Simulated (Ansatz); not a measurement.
**C3H3+: structure from calculated spectroscopic constants**

These gas-phase data were calculated for one isomer of C3H3+ at PBE0-D3(BJ)/def2-SVP (harmonic, unscaled wavenumbers; equilibrium rotational constants with average atomic masses):

| Quantity | Value |
| --- | --- |
| rotational constants | 279.1, 9.585, 9.266 GHz |
| all wavenumbers above 1500 cm⁻¹ | 3380, 3239, 3123, 2157 |

Candidates:

(1) `C#C[CH2+]`, a singlet
(2) `c1c[cH+]1`, a singlet

Problem. Which structure fits?

Solution. Candidate (1). The band at 2157 cm⁻¹ lies where the C≡C stretch is expected; (2) has no mode between 2050 and 2400 cm⁻¹.

The same quantities for all candidates:

```tsv
	rotational constants (GHz)	wavenumbers above 1500 cm⁻¹	E above the lowest, PBE0-D3(BJ)/def2-SVP (kcal/mol)
(1)	279.1, 9.585, 9.266	3380, 3239, 3123, 2157	34.8
(2)	30.59, 30.59, 15.29	3316, 3263, 3263, 1705	0.0
```

Harmonic stretches to hydrogen usually lie a few per cent above observed fundamentals. Programs: Ansatz 0.2.0.
